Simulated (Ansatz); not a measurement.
# SiNH2 (quartet): from Hartree-Fock to the top rungs, def2-TZVPP

An exercise on one series of results from a longer session: the logs are not shown, and one member is left open.

Program: Ansatz 0.2.0, Gaussian basis. Level of theory: def2-TZVPP, core rule «outside noble gas», up to 6 orbitals frozen. These are calculated values, not measurements.

To be run: UHF; ROHF; CCSD(T) on UHF.

## The system

The geometry is a PBE0/def2-TZVP stationary point (not a proven minimum).

4 atoms, charge 0, spin multiplicity 4.

Atoms are counted from 1 here; the program's logs count them from 0.

Bond lengths: Si1–N2 1.803 Å, Si1–H3 1.495 Å, N2–H4 1.024 Å. Angles: N2–Si1–H3 111.4°, Si1–N2–H4 113.2°.

Set-up of the first run:

The input, in.yaml:

```yaml
crystal:
  periodic: [false, false, false]
  atoms:
    - {symbol: Si, position_ang: [0.009460, -0.103752, 0.602203]}
    - {symbol: N, position_ang: [-0.087242, 0.144329, -1.180713]}
    - {symbol: H, position_ang: [0.265634, 1.182906, 1.319057]}
    - {symbol: H, position_ang: [0.683123, -0.297565, -1.691380]}
basis:
  gaussian: {orbitals: def2-TZVPP}
magnetization: {spin_polarized: true, initial_magnetization: 3}
hamiltonian: {xc: hf}
output: {orbitals: {seedname: orbitals}}
```

Command:

```
$ ansatz run in.yaml --threads 1 --pin off --events-out ev --progress --plain --max-ram 2816MiB --backend cpu
```

Steps of the session up to this table: UHF; ROHF; CCSD(T) on UHF.

One of the session's tables, all rows but one given; the rest of the session is left out.

| method | from UCCSD(T) (meV) |
| --- | --- |
| ROHF | +8041.1 |
| UHF | +7853.8 |
| UMP2 | ? |
| UCCSD | +283.7 |
| UCCSD(T) | 0 |

Estimate the missing values for UMP2.

As computed: from UCCSD(T) (meV): +1098.2. In the column «from UCCSD(T) (meV)» it lies between UCCSD (+283.7) and UHF (+7853.8).

With the free atoms at the same levels and basis (separate runs), the atomisation energy is 8.293 eV at UCCSD(T), 5.636 eV at ROHF.
